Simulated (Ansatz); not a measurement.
Mulliken charges of `C=NC` from ωB97M-V/def2-TZVPP in Ansatz (PBE0-D4/def2-TZVP geometry).

```
atom   x (Å)   y (Å)   z (Å)  charge (e)
  C1  -0.710   0.749  -0.789      -0.103
  N2   0.446   0.313  -0.558      -0.201
  C3   0.624  -0.564   0.568      -0.184
  H4  -1.585   0.492  -0.174       0.070
  H5  -0.873   1.414  -1.637       0.111
  H6  -0.303  -0.759   1.128       0.073
  H7   1.036  -1.514   0.218       0.117
  H8   1.365  -0.131   1.245       0.117
```

Question: By hand: the dipole of these point charges (1 e Å = 4.8032 D).

Answer: Σ q r = (-0.080, -0.093, 0.149) e Å, of length 0.193 e Å = 0.93 D.

Question: How does the dipole of the full density compare? (Best estimate.)

Answer: The calculation gave: (-0.256, -0.068, 0.170) e Å, 1.51 D; the point charges give 0.62 times that, at 31° from its direction.

Point charges leave out the atoms' own dipoles, such as those of lone pairs, and Mulliken's split depends on the basis, so the two needn't agree.
